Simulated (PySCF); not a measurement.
Species: nitrous acid, HNO₂.
Structure used (PBE0-D3(BJ)/def2-TZVP), in Å, numbered top down from 1:
```xyz
4
HNO2 angstrom
O      0.9970   -0.7590   -0.0632
N      0.7157    0.3812   -0.0547
O     -0.6236    0.6159    0.0262
H     -1.0510   -0.2637    0.0587
```

Linear response at PBE0/aug-cc-pVTZ (PySCF, frozen core in the response, non-relativistic). Geometry: PBE0-D3(BJ)/def2-TZVP; no solvent, vibrations or thermal averaging.

Static isotropic polarisability: 20.26 au (3.00 Å³), principal values 14.1, 19.7, 27.0 au.

Question: What is the polarisability at 1064 nm and at the sodium D line?

Answer: 20.42 au at 1064 nm (+0.8 %), 20.81 au at 589.3 nm (+2.7 %). The rise at 589.3 nm is 3.42 times that at 1064 nm; a pure ω² law gives 3.26. The lowest singlet lies at 337 nm, shorter than both wavelengths.

Question: What is the isotropic C6 coefficient between two such molecules, C6 = (3/π)∫α(iω)² dω?

Answer: 198.1 au (Eh·bohr⁶) by a ten-point quadrature over imaginary frequencies, which is 118 eV·Å⁶ or 11.4 J·nm⁶/mol.

Question: Which effective excitation energy ω̄ makes London's formula C6 = (3/4)α²ω̄ exact here?

Answer: ω̄ = 4·C6/(3α²) = 0.644 Eh = 17.5 eV. A one-pole form α(ω) = α/(1 − ω²/ω̄²) fitted to the 1064 nm value gives 13.1 eV.

Question: What does −C6/R⁶ come to at R = 12 Å between centres?

Answer: -3.8 J/mol. This is the leading, orientation-averaged term; C8 and higher terms are left out.

Question: What n − 1 at the D line would an ideal gas of it have at 273.15 K and 1 atm (2.6868 × 10¹⁹ cm⁻³), by n − 1 = 2π·N·α′?

Answer: 5.21 × 10⁻⁴, a formal value whether or not that pressure can be reached.

Question: How anisotropic is the static polarisability, by Δα² = ½[(α1 − α2)² + (α2 − α3)² + (α3 − α1)²]?

Answer: Δα = 11.2 au, or 0.55 of the isotropic value.

Question: What molar refraction at the D line follows from R = (4π/3)·N_A·α′, with α′ the polarisability volume?

Answer: α′ = 3.08 Å³ gives R = 7.78 cm³/mol, for isolated, non-vibrating species.
